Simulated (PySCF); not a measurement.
An unknown is described by computed data only.

Formula: CH6N; charge +1.

| Property | Result |
| --- | --- |
| Valence photoelectron | vertical ionisation energy: 20.44 eV [ΔSCF CAM-B3LYP/def2-SVPD] |
| UV, first state | lowest singlet excitation: 10.63 eV (117 nm, f = 0.012 summed over 2 states within 0.01 eV) [TDDFT CAM-B3LYP/def2-SVPD] |
| Polarisability | 20.1 au [CAM-B3LYP/def2-SVPD] |
| XPS | C1s 298.6, N1s 415.7 eV [ΔSCF SCAN, pcX-2 on the ionised atom, pcseg-1 elsewhere, spin-free X2C] |
| NMR, other nuclei | isotropic shieldings of nuclei other than C and H, by class: 215 (1 N) ppm [GIAO PBE/pcSseg-2] |
| 13C NMR | chemical shifts (computed TMS as zero) by class: 32.2 (1 C) ppm [GIAO PBE/pcSseg-2] |
| Rotational structure | rotational constants A, B, C: 84.069, 20.294, 20.292 GHz [PBE0-D3(BJ)/def2-SVP] |

The electronic properties come from PySCF, for the isolated species, density fitting. Levels stand in brackets. Isolated species at its PBE0-D3(BJ)/def2-SVP geometry, gas phase. NMR classes are plain means over equivalent atoms (diastereotopic ones count apart unless rotation or inversion swaps them), as if these changed places fast.

Question: Give a SMILES that accounts for the data.

Answer: The one carbon: N-methyl carbon (32.2 ppm). The other shieldings belong to: 215 ppm, ammonium nitrogen. The core levels belong to: C1s 298.6 eV, N-methyl carbon; N1s 415.7 eV, ammonium nitrogen. The optimised geometry has point group C3v and is a prolate symmetric top (the spread among constants that symmetry makes equal is optimisation noise). Structure: `C[NH3+]`.
